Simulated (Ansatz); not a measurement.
in.yaml

```yaml
crystal:
  periodic: [false, false, false]
  atoms:
    - {symbol: Zr, position_ang: [0.000000, 0.000000, 0.000000]}
    - {symbol: N, position_ang: [0.000000, 0.000000, 1.683832]}
basis:
  gaussian: {orbitals: def2-SVP}
total_charge: 1
magnetization: {spin_polarized: true, initial_magnetization: 0}
hamiltonian: {xc: {name: r2SCAN}}
```

```sh
$ ansatz run in.yaml --threads 1 --pin off --events-out ev --progress --plain --max-ram 2816MiB --backend cpu
```

The program prints:

```
450 factors; their error is unknown
mean field evaluation 1: about -2712.6695 eV, gradient 9.8e1 eV
mean field evaluation 2: about -2476.4982 eV, gradient 1.4e2 eV
mean field evaluation 4: about -2747.3614 eV, gradient 5.3e1 eV
mean field evaluation 8: about -2747.3632 eV, gradient 5.3e1 eV
mean field evaluation 16: about -2758.9850 eV, gradient 1.4e-5 eV
mean field -2758.98503643 eV, -101.3908299817 hartree, gradient 1.4e-5 eV, S^2 0.000000; 0 other end points of the search recorded, 0 dependent functions left out
reference -2758.98507683 eV, -101.3908314663 hartree; 9, 9 occupied and 36, 36 virtual orbitals, 450 factors
Total energy: -2758.98507683 eV, -101.3908314663 hartree
```

Ran on 1 thread of AMD EPYC 7R13, shared host: 2.4 s wall, 0.2 GiB peak host memory.
